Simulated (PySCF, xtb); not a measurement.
**BH2PS: where a starting geometry ends**

The starting geometry of this gas-phase singlet was built from a drawn formula by distance geometry; its bonds are those of `[H]/B=P\S`.

```
atom    x (Å)    y (Å)   z (Å)
   B   0.4419  -0.2975  0.2462
   P   0.8556   0.9098  1.3809
   S   0.2699   0.5628  3.5039
   H  -0.1399  -1.3836  0.1634
   H   0.7420  -0.7547  3.8157
```

Q: Where would you expect an optimisation with r2SCAN-D4/def2-SVP to take it?

A: A new bond forms, giving a structure given below by its coordinates. Contacts that close: B1–S3 (3.37 → 1.94 Å).

The energy falls by 2.27 eV over 22 steps:

```csv
step,E − E(last) (eV)
1,2.269
3,1.149
6,0.101
8,0.043
10,0.019
13,0.000
15,0.000
17,0.000
20,0.000
22,0.000
```

Final geometry (Å):

```yaml
atoms:
  - { symbol: B, position_ang: [0.2010, -0.2814, 1.0558] }
  - { symbol: P, position_ang: [1.0765, 1.2059, 1.3794] }
  - { symbol: S, position_ang: [-0.1846, 0.1581, 2.9086] }
  - { symbol: H, position_ang: [-0.2095, -1.2171, 0.4382] }
  - { symbol: H, position_ang: [0.6987, -0.6354, 3.5921] }
```

From the same start GFN2-xTB reaches the same bonding as this run.

The end wasn't checked by frequencies. Run with PySCF 2.14.0, 74 s on 2 threads of Arm Neoverse V2, on a shared host.
